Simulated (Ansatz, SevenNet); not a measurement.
C axis length of wurtzite CdS: levels of theory against measurement

Reference value: 6.714 Å (measured, temperature not stated, no zero-point or thermal correction; as tabulated in Biswas et al. (2022), arXiv:2106.08875).

```tsv
level (code)	value (Å)
SevenNet-0	6.863
LDA (Ansatz)	6.639
PBE (Ansatz)	6.830
rVV10 (Ansatz)	6.850
r²SCAN (Ansatz)	[?]
```

Some entries are withheld; supply them.


- r²SCAN (Ansatz, an electronic-structure program), value (Å): 6.766

Differences against the reference: SevenNet-0 +2.22 %, LDA -1.12 %, PBE +1.73 %, rVV10 +2.03 %, r²SCAN +0.77 %.

The reference's temperature isn't stated, so close values are not ranked against it. Off by more than 1.75 %, or 2.45 % on the side where a correction would as a rule narrow the miss (bounds picked here): SevenNet-0 (+2.22 %), rVV10 (+2.03 %).

The measured value isn't corrected to a static lattice, so vibrations enter the comparison.  Cutoffs differ between the levels. Ansatz's density-functional and Hartree–Fock values are scalar-relativistic unless marked +SOC, with PAW data made under PBE.

Machine-learned potentials (SevenNet-0) are trained on DFT data: a solid inside that data is no test of them.

Differences are worked out from the printed values.
